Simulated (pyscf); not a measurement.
water (H₂O) + HO–SiH(OH)–F → HO–SiH(OH)–OH + hydrogen fluoride (HF) (four-centre exchange; singlet surface; H–O, F–Si broken, O–Si, F–H formed). PySCF, gas phase, ωB97X-D3(BJ)/def2-SVP geometries. Energies in kcal/mol from the separated reactants.

```csv
level,barrier,reaction energy
ωB97X-D3(BJ)/def2-TZVP,(withheld),+10.3
r²SCAN/def2-TZVP,20.1,+11.0
B3LYP-D3(BJ)/def2-TZVP,23.1,+10.9
PBE0-D3(BJ)/def2-TZVP,20.5,+10.1
M06-2X/def2-TZVP,22.1,+10.1
HF/def2-TZVP,(withheld),(withheld)
```

**Question.** What belongs in the gaps?

**Answer.** 
- ωB97X-D3(BJ)/def2-TZVP, barrier: 22.4
- HF/def2-TZVP, barrier: 39.7
- HF/def2-TZVP, reaction energy: +11.5

The functionals in the table span 3.0 kcal/mol in this barrier, from r²SCAN to B3LYP-D3(BJ). On the product side the descent ends in a bound adduct, 10.9 kcal/mol under the separated species and 23.0 kcal/mol under the saddle at ωB97X-D3(BJ)/def2-TZVP. One saddle was located; it need not be the lowest between these sides.
